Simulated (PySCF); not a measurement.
Isomers of C5H10O, one GFN2-xTB conformer each. Single-point energies are computed at PBE0/pcSseg-1 (PySCF, gas phase, no added dispersion term), electronic only.

Task: Rank them by PBE0/pcSseg-1 energy, lowest first (kcal/mol).
A. `[CH3:1][C@@H:2]1[CH2:3][CH2:4][CH2:5][O:6]1` with C1–C2–C3–C4 -132°, C2–C3–C4–C5 28°, C3–C4–C5–O6 -38°, C4–C5–O6–C2 33° (2-methyltetrahydrofuran)
B. `[CH3:1][CH2:2]/[CH:3]=[CH:4]/[CH2:5][OH:6]` with C1–C2–C3–C4 -118°, C3–C4–C5–O6 -124°, C4–C5–O6–H 56°

Result: A (0.0), B (14.6).

As drawn, the higher has an O–H bond and a C=C bond outside aromatic rings, which the lower lacks. GFN2-xTB itself gives, in the same order: 0.0, 27.5. Both levels put the same isomer lowest.

Task: Which frontier levels, dipoles and rotational constants go with these structures?

Result: 
```csv
SMILES,"HOMO (eV, PBE0/pcSseg-1)",LUMO (eV),dipole (D),"A, B, C (MHz)"
C[C@@H]1CCCO1,-7.05,1.39,1.65,"6112, 3342, 2551"
CC/C=C/CO,-7.29,0.26,2.02,"10112, 1372, 1299"
```
